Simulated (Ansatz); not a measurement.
Task: a rigid torsion scan of C₂H₆O₃, SMILES CC(O)(O)O, with Ansatz 0.2.0, Python API. Give the script and its output. Level of theory (for the species named): Hartree-Fock, cc-pVDZ basis, multiplicity 1.

```tsv
atom	x (Å)	y (Å)	z (Å)
C	-0.8595	0.3775	-0.4021
C	0.3403	-0.1734	0.2255
O	0.1930	-0.0487	1.6001
O	1.5678	0.5307	-0.1893
O	0.4783	-1.5371	-0.1123
H	-1.8083	-0.0888	-0.0804
H	-0.8344	0.3529	-1.5021
H	-0.9833	1.4966	-0.1560
H	1.0633	-0.4337	1.9543
H	1.2164	1.2574	-0.7251
H	-0.3083	-1.7905	-0.5921
```

Script `c2h6o3.py`:
```python
'''Rigid torsion scan of C2H6O3.'''

import ansatz as az
from ase import Atoms

atoms = Atoms(['C', 'C', 'O', 'O', 'O', 'H', 'H', 'H', 'H', 'H', 'H'], positions=[
    [-0.8595, 0.3775, -0.4021],
    [0.3403, -0.1734, 0.2255],
    [0.193, -0.0487, 1.6001],
    [1.5678, 0.5307, -0.1893],
    [0.4783, -1.5371, -0.1123],
    [-1.8083, -0.0888, -0.0804],
    [-0.8344, 0.3529, -1.5021],
    [-0.9833, 1.4966, -0.156],
    [1.0633, -0.4337, 1.9543],
    [1.2164, 1.2574, -0.7251],
    [-0.3083, -1.7905, -0.5921],
])

# relax first, so that the scan starts from a minimum
first = az.Crystal.molecule_from_ase(atoms).calculation()
first = first.basis(gaussian='cc-pVDZ').functional('hf')
first = first.scf(lower_state_search='off')
first = first.relax(force_tolerance=0.02, max_steps=80)
atoms.positions = first.run(threads=1).report['positions_ang']

start = atoms.get_dihedral(0, 1, 4, 10)
energies = {}
for turn in range(0, 360, 30):
    turned = atoms.copy()
    turned.set_dihedral(0, 1, 4, 10, start + turn, indices=[4, 10])
    base = (
        az.Crystal.molecule_from_ase(turned).calculation()
        .basis(gaussian='cc-pVDZ')
        .functional('hf')
        .scf(lower_state_search='off')
    )
    energies[round((start + turn) % 360)] = base.run(threads=1).report['free_energy_ev']
floor = min(energies.values())
print('dihedral C0-C1-O4-H10 (deg)   E - E(min) (kJ/mol)')
for angle, e in sorted(energies.items()):
    print(f'{angle:8d} {96.485332 * (e - floor):14.3f}  ' + '#' * int(30 * (e - floor) / max(max(energies.values()) - floor, 1e-9)))
```

```console
$ python c2h6o3.py
dihedral C0-C1-O4-H10 (deg)   E - E(min) (kJ/mol)
      28          9.742  ##################
      58          3.386  ######
      88          0.000
     118          0.306
     148          2.251  ####
     178          8.215  ###############
     208         15.633  ##############################
     238         14.834  ############################
     268          6.055  ###########
     298          1.189  ##
     328          5.473  ##########
     358         11.352  #####################
```

Caveats:
- These settings explore the input space; basis and method may be short of convergence.
- The scan is rigid and the energies are electronic, in a modest basis. With rigid groups the curve can differ much from the relaxed path, the start wasn't checked as a minimum of this torsion, and equivalent turns needn't return to the same energy.
- Run time: 22 s on 1 thread of Arm Neoverse V1 (shared host), peak memory 0.26 GiB.
